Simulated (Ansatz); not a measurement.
System: wurtzite MgTe. Method: BLYP (Ansatz, a program for electronic structure, plane waves, PAW).

Numerical settings: plane-wave cutoff 520 eV, 12×12×6 k mesh (along the axes of the cell as run), Fermi–Dirac smearing 0.01 eV, scalar-relativistic PAW data made under PBE.

Energies at three volumes about the minimum:

```json
[
 {"V (Å³/atom)": "35.019", "E − E_lowest (meV/atom)": "1.41"},
 {"V (Å³/atom)": "35.734", "E − E_lowest (meV/atom)": "0.00"},
 {"V (Å³/atom)": "36.449", "E − E_lowest (meV/atom)": "1.35"}
]
```

Fit a parabola by hand: where is the minimum, and what is the bulk modulus?

Slopes: (0.00 − 1.41)/(35.734 − 35.019) = -1.972 and (1.35 − 0.00)/(36.449 − 35.734) = 1.888 meV/Å³. Curvature E″ = 2 × (1.888 − (-1.972))/(36.449 − 35.019) = 5.399 meV/Å⁶. From the middle of the first interval, the slope vanishes at V0 = 35.3765 − (-1.972)/5.399 = 35.742 Å³/atom. B = V0 E″ = 35.742 × 5.399 meV/Å³ × 0.1602 GPa per meV/Å³ = 30.9 GPa. The full Birch–Murnaghan fit to all volumes gives V0 = 35.729 Å³/atom and B0 = 31.0 GPa.

Shape and atoms are relaxed at each volume.

Note: the bulk modulus comes from volumes at which shape and atoms were relaxed.
